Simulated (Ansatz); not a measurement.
# C3N: the cost of one run

Program: Ansatz 0.2.0, driven from Python. Level of theory: r2SCAN/def2-SVP. These are calculated values, not measurements.

### Step 1. Starting point

Bond lengths: C1–C2 1.547 Å, C2–C3 1.547 Å, C3–N4 1.161 Å. Angles: C1–C2–C3 180.0°, C2–C3–N4 180.0°.

Input file c3n.xyz:

```xyz
4

C     2.20710   -0.00500   -0.27220
C     0.67190   -0.00150   -0.08290
C    -0.86320    0.00200    0.10640
N    -2.01580    0.00460    0.24860
```

### Step 2. The script

c3n.py

```python
import ansatz as az
import numpy as np

BASIS = "def2-SVP"
FUNCTIONAL = "r2SCAN"
CHARGE = -1

system = az.Crystal.molecule_from_extxyz("c3n.xyz")

symbols = [site.symbol for site in system.cartesian_sites]
start = np.array([site.position_ang for site in system.cartesian_sites])
axis = (start[0] - start[1]) / np.linalg.norm(start[0] - start[1])
moving = [0]
lengths, energies = [1.361, 1.423, 1.485, 1.547, 1.609, 1.671, 1.732, 1.825], []
for length in lengths:
    xyz = start.copy()
    xyz[moving] += (length - np.linalg.norm(start[0] - start[1])) * axis
    point = az.Crystal.molecule()
    for symbol, place in zip(symbols, xyz):
        point = point.atom(symbol, place.tolist())
    job = point.calculation().basis(gaussian=BASIS).functional(FUNCTIONAL).charge(CHARGE).accuracy("medium")
    report = job.run().report
    energies.append(report["free_energy_ev"])
    print(f"r = {length:6.3f} A  E = {energies[-1]:.5f} eV  <S^2> = {abs(report['mean_field']['state']['spin_squared']):.3f}")

fit = np.polynomial.Polynomial.fit(lengths, np.array(energies) - min(energies), 4).convert()
roots = [r.real for r in fit.deriv().roots() if abs(r.imag) < 1e-9 and fit.deriv(2)(r.real) > 0]
r_e = min(roots, key=lambda r: abs(r - lengths[int(np.argmin(energies))]))
print(f"minimum of the fit at {r_e:.4f} A, force constant {fit.deriv(2)(r_e):.2f} eV/A^2")
```

### Step 3. The calls as engine input

The engine receives this input (first run):

```yaml
crystal:
  periodic: [false, false, false]
  atoms:
    - { symbol: C, position_ang: [2.022666411005961, -0.004579522172043293, -0.2494581563336558] }
    - { symbol: C, position_ang: [0.6719, -0.0015, -0.0829] }
    - { symbol: C, position_ang: [-0.8632, 0.002, 0.1064] }
    - { symbol: "N", position_ang: [-2.0158, 0.0046, 0.2486] }
accuracy: medium
basis:
  gaussian:
    orbitals: def2-SVP
hamiltonian:
  xc: r2scan
total_charge: -1.0
```

### Step 4. Running it

Run with:

```bash
$ python c3n.py
```

Q: Estimate wall time and peak memory on 1 thread of Arm Neoverse V1, shared host.

About 14 s, with a peak of 0.15 GiB.
